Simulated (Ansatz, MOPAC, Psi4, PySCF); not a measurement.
Molecule: lithium fluoride, LiF (charge 0, singlet). SMILES: [Li][F]
Geometry from a B3LYP-D3(BJ)/def2-TZVP (Ansatz, an electronic-structure program) optimisation:
```
Li
F 1 1.5615
```
Charge 0, spin multiplicity 1.

Wanted: size of the dipole moment, in D. Set-up: non-relativistic; LANL2DZ all-electron up to Ne; PM7 with its own dispersion and hydrogen-bond terms; no spin-orbit coupling; 6-31G* and kin with 6d, 5d where marked; 6-311+G** with 5d. Ab initio and DFT rows: single points at B3LYP-D3(BJ) geometries (Ansatz). Semi-empirical rows: dipoles at the shared geometry.

| level | program | size of the dipole moment (D) |
|---|---|---|
| PM7 | MOPAC | 6.86 |
| PBE/STO-3G | Ansatz | 2.28 |
| PBE/LANL2DZ | Ansatz | 5.96 |
| BLYP/6-31G* | Ansatz | 5.36 |
| BP86/def2-SVP | PySCF | 5.35 |
| BP86/6-31G* (5d) | PySCF | 5.47 |
| B3LYP/STO-3G | Ansatz | 2.56 |
| B3LYP/LANL2DZ | Ansatz | 6.17 |
| B3LYP/6-31G | Ansatz | 5.77 |
| PBE0/6-311+G** | Ansatz | 6.31 |
| wB97X-D/6-31G* | Psi4 | 5.82 |
| wB97X-D/6-311+G** | Psi4 | 6.40 |
| B3PW91/6-31G* (5d) | PySCF | 5.72 |

No value to compare with is used here. The 13 habitual levels span 2.28 (PBE/STO-3G) to 6.86 D (PM7).

The levels are drawn from those run, B3LYP/6-31G* more often than the rest, none by its result; runs whose electronic state is in doubt are left out.
